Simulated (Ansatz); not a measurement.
Species: cyanoethylene, C3H3N (charge 0, singlet). 
Structure (B3LYP-D3(BJ)/def2-TZVP (Ansatz, a program for electronic structure) minimum search):
```
C
C 1 1.3311
H 2 1.0812 1 120.63
H 2 1.0816 3 117.72 1 -180.00
H 1 1.0836 2 121.31 3 0.00
C 1 1.4256 5 115.74 2 -180.00
N 6 1.1524 5 151.58 1 180.00
```

Quantity: vertical triplet-singlet gap (E(triplet) - E(singlet); each state is the SCF solution reached for its spin; the UHF <S^2> is 2.15 for the triplet (pure: 2.00); for the singlet the Hartree-Fock reference is unstable and T1 is 0.014), in eV. Valence correlation only, unless marked. Open shells are spin-unrestricted. No spin-orbit coupling. No relativistic terms. Basis-set limits of correlation are two-point, X^-3; Hartree-Fock from the larger set. [CCSD(T)-MP2]/basis is that difference in the basis named.

```
level                                                          program  vertical triplet-singlet gap (eV)
-------------------------------------------------------------  -------  ---------------------------------
SVWN5/def2-TZVPD                                                Ansatz                                [?]
r2SCAN/def2-TZVPD                                               Ansatz                                [?]
B3LYP/def2-TZVPD                                                Ansatz                               3.80
B2PLYP/def2-TZVPD                                               Ansatz                                [?]
CCSD/aug-cc-pVDZ                                                Ansatz                               3.95
RI-MP2/CBS(aug-cc-pVTZ,aug-cc-pVQZ)+[CCSD(T)-MP2]/aug-cc-pVTZ   Ansatz                               4.10
```

Question: Some entries are withheld; supply them.

Answer: 
- SVWN5/def2-TZVPD, vertical triplet-singlet gap (eV): 4.02
- r2SCAN/def2-TZVPD, vertical triplet-singlet gap (eV): 3.54
- B2PLYP/def2-TZVPD, vertical triplet-singlet gap (eV): 3.98
